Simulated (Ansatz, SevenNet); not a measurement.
Polycrystal shear modulus (GPa) of solids drawn from the class of elemental solids other than molecular ones, at two levels: the machine-learned potential SevenNet-0 (trained on PBE and PBE+U data), and PBE (PAW; Ansatz, an electronic-structure program).

| solid | SevenNet-0 | PBE | shift (%) |
|---|---|---|---|
| bcc K | 2.52 | 1.18 | -53 |
| hcp Co | 62.5 | 104 | +66 |
| diamond-structure Si | 50.6 | 62.3 | +23 |
| hcp Cd | 3.45 | 13.6 | +294 |
| hcp Mg | 10.2 | 20.1 | +97 |
| fcc Cu | 37.7 | 52.4 | +39 |
| fcc Pb | 4.65 | 10.9 | +134 |
| bcc Li | 5.14 | 5.05 | -1.8 |
| bcc Fe | 56.0 | 86.9 | +55 |
| hcp Hf | 6.89 | 56.2 | +716 |

The shifts run from -53 % to +716 %, with a median of +61 %.

Over all 10 rows PBE is the larger in 8.

Ansatz's runs of these crystals have no spin polarisation, but for hcp Co, bcc Fe.

Density-functional runs with spin start from parallel moments for hcp Co, parallel moments for bcc Fe.

Spin–orbit coupling is left out, also for the solids with elements from indium on (fcc Pb, hcp Hf); its size isn't shown.

Each level is taken at its own relaxed cell. Ansatz's density-functional and Hartree–Fock values are scalar-relativistic unless marked +SOC, with PAW data made under PBE.
